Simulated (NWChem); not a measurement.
**What each level costs for methanethiol (CH4S)**

```
C
H 1 1.0987
H 1 1.0990 2 108.29
H 1 1.0990 2 108.29 3 119.17
S 1 1.8122 2 106.21 3 -120.41
H 5 1.3500 1 97.01 2 180.00
```
Charge 0, spin multiplicity 1.

Program: NWChem. The geometry was optimised at PBE0/def2-SVP, a minimum by its harmonic frequencies.

Basis set: cc-pVTZ (120 functions). Each entry is one whole single-point run; the coupled-cluster runs use the TCE module, and the SCF and DFT modules converge to different thresholds.

The correlated methods keep 6 core orbitals frozen. B3LYP has NWChem's definition, with VWN1-RPA local correlation.

Q: Roughly how much processor time does each of these take, relative to RHF: MP2, RI-MP2, B2PLYP, PBE, B3LYP, TPSS, CR-CCSD(T)?

A: RI-MP2 about the same, within a factor of 3; B3LYP about the same, within a factor of 3; PBE about the same, within a factor of 3; TPSS about the same, within a factor of 3; MP2 about the same, within a factor of 3; B2PLYP about the same, within a factor of 3; CR-CCSD(T) about 20 (rough ratios from shared machines).
